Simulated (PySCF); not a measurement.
Electrostatic solvation of a mixed set.

All values: CAM-B3LYP/def2-SVPD (PySCF, non-relativistic), each on one gas-phase PBE0-D3(BJ)/def2-SVP geometry that isn't relaxed in the solvent. The solvent is an IEF-PCM continuum (cavity from Bondi-type radii × 1.2). The model holds no explicit solvent molecules, cavitation or dispersion.

Question: Order them by E(solvent) − E(gas) in acetone (ε = 20.49), most negative first (kJ/mol).
A. `[CH3:1][O:2][B:3]([O:4][CH3:5])[B:6]([Cl:7])[Cl:8]` with C1–O2–B3–O4 -179°, O2–B3–O4–C5 -1°
B. `[C-]#[N+]C`
C. `CC#N`

Answer: C (-28.2), B (-21.9), A (-13.2).

```tsv
SMILES	charge	ΔE (kJ/mol)	polarisation term (kJ/mol)	HOMO shift (eV)	dipole gas (D)	dipole solvent (D)	atoms	lowest singlet, gas (eV)	lowest singlet, solvent (eV)
CC#N	0	-28.2	-35.2	-0.13	4.06	5.18	6	7.70	7.81
[C-]#[N+]C	0	-21.9	-26.9	-0.40	3.85	4.83	6	7.96	7.77
COB(OC)B(Cl)Cl	0	-13.2	-14.8	-0.02	2.25	2.77	14	5.04	5.06
```

The polarisation term is half the interaction of the solute with the induced surface charges. Singlets are vertical TDDFT energies (frozen core, non-equilibrium response), the lowest in each medium.
